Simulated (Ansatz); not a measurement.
# Several solutions for singlet SO

```xyz
2

S     0.0000    0.0000    0.0000
O     0.0000    0.0000    1.9370
```

Basis set: 6-31G (spherical functions). Charge 0, multiplicity 1.

PBE0 (unrestricted) was run from several starts with Ansatz (development build ahead of 0.2.0).

```
run  program                        start  converged  energy (hartree)  <S²>
  A   Ansatz      stability test followed        yes        -473.00077  1.02
  B   Ansatz      atomic start, no search        yes        -472.96209  0.00
  C   Ansatz  search for the lowest state        yes        -473.00077  1.02
```

Task: Which runs reached the lowest solution of this kind, and what is wrong with the others?

Result: A, C reached the lowest solution found. Converged but too high: B by 1.05 eV. Convergence only shows a stationary point, and even a stable one can lie too high; stability tests and further starts are what find lower ones. Caution: another spin multiplicity may lie lower. Caution: the unrestricted determinant is a mixture of spin states.
